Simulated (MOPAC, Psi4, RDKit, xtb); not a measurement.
Relaxed torsion scan: SMILES C(=C/C#C)/C=C (C₆H₆). Scanned: dihedral C3–C4–C5–C6; all other coordinates were relaxed at B3LYP-D3(BJ)/def2-SVP. Points at φ and −φ are mirror images.

Atom numbering (GFN2-xTB optimised geometry, Å):
```
12

C      2.3275     1.5561    -0.7054
C      1.8399     0.5389    -0.2891
C      1.3004    -0.6634     0.2010
C     -0.0143    -0.8954     0.3482
C     -1.0444     0.0579     0.0229
C     -2.3435    -0.1871     0.1746
H      2.7479     2.4456    -1.0690
H      2.0271    -1.4222     0.4640
H     -0.3417    -1.8520     0.7338
H     -0.7052     1.0109    -0.3619
H     -2.6989    -1.1307     0.5564
H     -3.0949     0.5416    -0.0756
```

Levels of theory: GFN1-xTB // B3LYP-D3(BJ)/def2-SVP (xtb); PM7, restricted, heats of formation // B3LYP-D3(BJ)/def2-SVP (MOPAC); PM3, restricted, heats of formation // B3LYP-D3(BJ)/def2-SVP (MOPAC); PBE0-D3(BJ)/def2-TZVP // B3LYP-D3(BJ)/def2-SVP (Psi4); MMFF94 // B3LYP-D3(BJ)/def2-SVP (RDKit); MP2/cc-pVTZ = DF-MP2 (frozen core)/cc-pVTZ // B3LYP-D3(BJ)/def2-SVP in Psi4.

Energies in eV, each method relative to its own lowest point.

```json
[
 {"φ / °": "-150", "GFN1-xTB": "0.057", "PM7": "0.028", "PM3": "0.033", "PBE0-D3(BJ)/def2-TZVP": "0.080", "MMFF94": "0.090", "MP2/cc-pVTZ": "0.075"},
 {"φ / °": "-120", "GFN1-xTB": "0.189", "PM7": "0.068", "PM3": "0.086", "PBE0-D3(BJ)/def2-TZVP": "0.265", "MMFF94": "0.255", "MP2/cc-pVTZ": "0.246"},
 {"φ / °": "-90", "GFN1-xTB": "0.254", "PM7": "0.075", "PM3": "0.096", "PBE0-D3(BJ)/def2-TZVP": "0.342", "MMFF94": "0.265", "MP2/cc-pVTZ": "0.309"},
 {"φ / °": "-60", "GFN1-xTB": "0.174", "PM7": "0.076", "PM3": "0.097", "PBE0-D3(BJ)/def2-TZVP": "0.248", "MMFF94": "0.168", "MP2/cc-pVTZ": "0.220"},
 {"φ / °": "-30", "GFN1-xTB": "0.098", "PM7": "0.073", "PM3": "0.088", "PBE0-D3(BJ)/def2-TZVP": "0.174", "MMFF94": "0.213", "MP2/cc-pVTZ": "0.159"},
 {"φ / °": "0", "GFN1-xTB": "0.084", "PM7": "0.090", "PM3": "0.096", "PBE0-D3(BJ)/def2-TZVP": "0.160", "MMFF94": "0.285", "MP2/cc-pVTZ": "0.155"},
 {"φ / °": "30", "GFN1-xTB": "0.098", "PM7": "0.073", "PM3": "0.088", "PBE0-D3(BJ)/def2-TZVP": "0.174", "MMFF94": "0.213", "MP2/cc-pVTZ": "0.159"},
 {"φ / °": "60", "GFN1-xTB": "0.174", "PM7": "0.076", "PM3": "0.097", "PBE0-D3(BJ)/def2-TZVP": "0.248", "MMFF94": "0.168", "MP2/cc-pVTZ": "0.220"},
 {"φ / °": "90", "GFN1-xTB": "0.254", "PM7": "0.075", "PM3": "0.096", "PBE0-D3(BJ)/def2-TZVP": "0.342", "MMFF94": "0.265", "MP2/cc-pVTZ": "0.309"},
 {"φ / °": "120", "GFN1-xTB": "0.189", "PM7": "0.068", "PM3": "0.086", "PBE0-D3(BJ)/def2-TZVP": "0.265", "MMFF94": "0.255", "MP2/cc-pVTZ": "0.246"},
 {"φ / °": "150", "GFN1-xTB": "0.057", "PM7": "0.028", "PM3": "0.033", "PBE0-D3(BJ)/def2-TZVP": "0.080", "MMFF94": "0.090", "MP2/cc-pVTZ": "0.075"},
 {"φ / °": "180", "GFN1-xTB": "0.000", "PM7": "0.000", "PM3": "0.000", "PBE0-D3(BJ)/def2-TZVP": "0.000", "MMFF94": "0.000", "MP2/cc-pVTZ": "0.000"}
]
```

Root-mean-square difference from the MP2/cc-pVTZ profile, itself a level with limits, after the best constant shift (eV): GFN1-xTB 0.021, PM7 0.073, PM3 0.067, PBE0-D3(BJ)/def2-TZVP 0.011, MMFF94 0.051.
